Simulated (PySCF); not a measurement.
Molecule: `C=CSC`, C3H6S.

Numbering as in the mapped SMILES `[CH2:1]=[CH:2][S:3][CH3:4]`. Each H is labelled by its parent atom. Ha(C1) is cis to S3; Hb(C1) is trans to S3.

Geometry PBE0-D3(BJ)/def2-SVP throughout; GIAO in PySCF 2.14, gas phase, one conformer, non-relativistic; equivalent atoms averaged; basis pcSseg-2.

For orientation, BP86 gives these absolute shieldings σ: C2 28.2, C1 66.0, C4 157.7, S3 440.3, H(C2) 24.72, Ha(C1) 26.05, Hb(C1) 26.08, H(C4) 28.99 ppm.

A run gave: C2 34.2, C1 69.0, C4 162.4, S3 476.5, H(C2) 24.91, Ha(C1) 26.14, Hb(C1) 26.15, H(C4) 29.17 ppm (absolute shieldings σ).

Q: Which functional was used in that run?
A. PBE0
B. B97-2
C. B3LYP
D. OPBE
E. CAM-B3LYP

A: B. C2 tells them apart best: B97-2 gives 34.2, PBE0 gives 31.4, CAM-B3LYP gives 25.7, B3LYP gives 25.1, OPBE gives 40.4 ppm.
